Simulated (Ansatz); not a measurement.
# Si₂H₄F radical: how energies converge with the basis set

The task here is to estimate one member of a computed series from the others.

Program: Ansatz 0.2.0, Gaussian basis. Level of theory: one geometry, several basis sets. These are calculated values, not measurements.

Plan: PBE0-D4/def2-SVP; ωB97M-V/def2-SVP; PBE0-D4/def2-QZVPP; ωB97M-V/def2-QZVPP; CCSD(T)/cc-pV(D+d)Z; CCSD(T)/cc-pV(T+d)Z; CCSD(T)/cc-pV(Q+d)Z; the functionals' def2-TZVPP values are taken from earlier runs.

## Structure used throughout

The geometry comes from an earlier relaxation with PBE0-D4 in a triple-zeta def2 set; it is a stationary point, not always the lowest conformer.

SMILES `F[SiH][SiH3]`, 7 atoms, charge 0, spin multiplicity 2.

Atoms are counted from 1 here; the program's logs count them from 0.

Bond lengths: F1–Si2 1.610 Å, Si2–Si3 2.341 Å, Si2–H4 1.493 Å, Si3–H5 1.487 Å, Si3–H6 1.489 Å, Si3–H7 1.485 Å. Angles: F1–Si2–Si3 111.0°, F1–Si2–H4 106.8°, Si3–Si2–H4 114.0°, Si2–Si3–H5 106.5°, Si2–Si3–H6 113.1°, Si2–Si3–H7 109.4°, H5–Si3–H6 109.3°, H5–Si3–H7 109.4°, H6–Si3–H7 109.1°.

The first run:

The input, in.yaml:

```yaml
crystal:
  periodic: [false, false, false]
  atoms:
    - {symbol: F, position_ang: [-0.435991, -2.004466, 1.276922]}
    - {symbol: Si, position_ang: [-0.284485, -1.361622, -0.191744]}
    - {symbol: Si, position_ang: [0.465682, 0.851964, -0.065023]}
    - {symbol: H, position_ang: [-1.606106, -1.516438, -0.869047]}
    - {symbol: H, position_ang: [0.541260, 1.352417, -1.463707]}
    - {symbol: H, position_ang: [-0.440119, 1.730828, 0.725008]}
    - {symbol: H, position_ang: [1.821060, 0.879217, 0.541893]}
basis:
  gaussian: {orbitals: def2-SVP}
magnetization: {spin_polarized: true, initial_magnetization: 1}
hamiltonian: {xc: pbe0, dispersion: d4}
output: {orbitals: {seedname: orbitals}}
```

Run with:

```
ansatz run in.yaml --threads 2 --pin off --events-out ev --progress --plain --max-ram 32768MiB --backend cpu
```

Steps of the session up to this table: PBE0-D4 in def2-SVP; ωB97M-V in def2-SVP; PBE0-D4 in def2-QZVPP; ωB97M-V in def2-QZVPP.

One of the session's tables, all rows but one given; the rest of the session is left out.

It belongs to the step «Density functionals: the series». 

| functional | basis | HOMO (eV) | LUMO (eV) |
| --- | --- | --- | --- |
| PBE0-D4 | def2-SVP | -6.20 | -2.64 |
| PBE0-D4 | def2-TZVPP | ? | ? |
| PBE0-D4 | def2-QZVPP | -6.27 | -2.68 |
| ωB97M-V | def2-SVP | -7.88 | -0.93 |
| ωB97M-V | def2-TZVPP | -7.95 | -1.03 |
| ωB97M-V | def2-QZVPP | -7.98 | -1.10 |

Estimate the missing values for PBE0-D4, def2-TZVPP.

The run gave: HOMO (eV): -6.25; LUMO (eV): -2.65. In the column «HOMO (eV)» it lies between PBE0-D4, def2-QZVPP (-6.27) and PBE0-D4, def2-SVP (-6.20).
